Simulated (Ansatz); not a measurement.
## Iridium, fcc: convergence with the k-point mesh

Computed with Ansatz, r²SCAN, scalar-relativistic PAW, on the relaxed cell (a = 3.846 Å; spin not included). Errors count from a run at 500 eV on a Γ-centred 23×23×23 mesh with Fermi-Dirac smearing of 0.1 eV, extrapolated to zero width. Fixed here: cutoff 500 eV, Fermi-Dirac width 0.1 eV. The SCF starts from atomic densities corrected by a trained network.

```csv
k-mesh,E(σ→0) error (meV/atom),P (GPa),SCF iterations
2×2×2,4934.2,78.89,6
4×4×4,-503.6,-10.60,6
5×5×5,255.0,4.60,6
7×7×7,-82.0,-1.59,6
9×9×9,-14.0,-0.79,6
11×11×11,28.2,0.34,6
15×15×15,-4.6,-0.36,6
```

Q: What does the run at 20×20×20 give (k-mesh)?

A: E(σ→0) error (meV/atom): -0.5; P (GPa): -0.29; SCF iterations: 6.

Within 5 meV/atom of the last row: from 15×15×15 on.
